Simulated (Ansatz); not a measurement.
The input, for Ansatz 0.2.0:

```yaml
crystal:
  periodic: [false, false, false]
  atoms:
    - {symbol: P, position_ang: [0.000007, -0.304246, 2.733079]}
    - {symbol: Al, position_ang: [-0.000015, -0.348696, 0.492088]}
    - {symbol: P, position_ang: [0.000008, -0.387284, -1.698244]}
    - {symbol: H, position_ang: [0.000000, 1.040227, -1.526924]}
basis:
  gaussian: {orbitals: cc-pVDZ}
magnetization: {spin_polarized: false, initial_magnetization: 2}
correlation: {method: ccsdt_q, electrons: outside_noble_gas}
```

```sh
$ ansatz run in.yaml --threads 1 --pin off --events-out ev --progress --plain --max-ram 2393MiB
```

Output:

```
1118 factors; integrals over basis functions are off by at most 1.8e-7 eV
mean field evaluation 1: about -25139.7589 eV, gradient 1.4e1 eV
mean field evaluation 2: about -25139.7807 eV, gradient 1.4e1 eV
mean field evaluation 4: about -25141.0723 eV, gradient 5.1e0 eV
mean field evaluation 8: about -25141.3849 eV, gradient 4.0e-1 eV
mean field evaluation 16: about -25141.3926 eV, gradient 1.4e-6 eV
mean field evaluation 32: about -25140.4918 eV, gradient 6.8e0 eV
mean field evaluation 64: about -25141.2392 eV, gradient 4.6e0 eV
mean field evaluation 96: about -25136.0571 eV, gradient 1.3e1 eV
mean field evaluation 128: about -25135.6869 eV, gradient 2.4e1 eV
mean field evaluation 160: about -25139.4804 eV, gradient 5.1e-1 eV
...
cycle  18  -8.44412287 eV  change   -3.5e-5 eV  update   6.8e-5
cycle  19  -8.44410178 eV  change    2.1e-5 eV  update   5.1e-5
cycle  20  -8.44407531 eV  change    2.6e-5 eV  update   3.5e-5
cycle  21  -8.44407290 eV  change    2.4e-6 eV  update   2.4e-5
cycle  22  -8.44407441 eV  change   -1.5e-6 eV  update   1.6e-5
cycle  23  -8.44408409 eV  change   -9.7e-6 eV  update   1.2e-5
cycle  24  -8.44408965 eV  change   -5.6e-6 eV  update   7.1e-6
cycle  25  -8.44409026 eV  change   -6.1e-7 eV  update   4.7e-6
cycle  26  -8.44408894 eV  change    1.3e-6 eV  update   2.9e-6
cycle  27  -8.44408865 eV  change    2.9e-7 eV  update   1.7e-6
perturbative correction -0.03818594 eV, -0.0014033075 hartree
Total energy: -25149.87484930 eV, -924.2408535145 hartree
```

Ran on 1 thread of Arm Neoverse V1, shared host: 3.7 min wall, 1 GiB peak host memory.
